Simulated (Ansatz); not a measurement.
Saddle point of Si₂H₆F, doublet (SiH₃F ([F][SiH3]) + SiH₃ → SiH₂F ([F][SiH2]) + SiH₄; bonds formed: H1–Si4; bonds broken: H1–Si2), PBE0-D4/def2-TZVP structure:

```xyz
9
angstrom
H 0.1966 -0.1527 0.3381
Si 0.1308 -1.5976 -0.6603
F -0.6121 -0.9216 -1.9139
Si -0.0521 1.5363 0.7966
H -0.7419 -2.6963 -0.1631
H 1.4386 -2.1203 -1.1433
H -1.5129 1.8081 0.7768
H 0.5000 1.7515 2.1611
H 0.6530 2.3928 -0.1918
```

Energies are electronic, without zero-point energy. Barriers and step energies count from the start structure reached by relaxing down the imaginary mode; all methods use the PBE0-D4 structures, on which another method's saddle can fall below an end. Computed with Ansatz 0.2.0 (basis: def2-TZVPP, with def2-QZVPP for the basis limit); correlated methods freeze the cores; orbitals are unrestricted. B3LYP uses VWN-RPA correlation. Extrapolation: Hartree–Fock as exp(−7.88 √X), correlation as X^−2.97.

```csv
method,barrier (kcal/mol),step energy (kcal/mol)
SPW92,0.54,0.88
PBE-D4,?,1.17
BLYP-D4,6.79,1.09
r2SCAN-D4,8.38,1.94
B97M-V,6.10,2.02
PBE0-D4,8.20,1.85
B3LYP-D4,9.20,1.64
r2SCAN0-D4,10.44,2.26
BHLYP-D4,?,2.22
CAM-B3LYP-D4,11.40,1.73
wB97X-V,11.42,1.65
wB97M-V,11.69,1.89
B2PLYP,12.31,2.02
PBE-QIDH,12.55,2.40
RPA on PBE,14.83,2.29
HF,24.15,2.79
MP2,?,2.58
CCSD,15.77,2.84
CCSD(T),14.50,2.66
```

(1) Fill in the withheld barriers. (To be estimated.)

The T1 diagnostic stays at or below 0.015. ⟨S²⟩ of the unrestricted Hartree–Fock references: 0.75 to 0.78 (a pure state has 0.75). The start structure is not quite a true minimum (one mode of 38i cm⁻¹). The end structure is not quite a true minimum (one mode of 43i cm⁻¹).

Answers

(1) By the calculation: PBE-D4 4.92; MP2 16.10; BHLYP-D4 12.99 kcal/mol. Each is the energy of the saddle less that of the start structure, by the same method.

For comparison, the barrier by CCSD(T) at an estimated basis limit (MP2 extrapolated from triple and quadruple zeta, plus CCSD(T) − MP2 in triple zeta) is 13.56 kcal/mol.

Radical steps of this kind take place in plasma deposition and etching.

Labels in which every atom is bracketed show which atoms are joined, not bond orders.

For scale, one of the runs: CCSD(T)/def2-TZVPP, 199 basis functions, launched by `ansatz run in.yaml --threads 4 --pin off --events-out ev --progress --plain --max-ram 9574MiB`. Hardware: 4 CPU threads of an Arm Neoverse V1, shared host. Wall time 2.2 min; peak host memory 5.7 GiB.
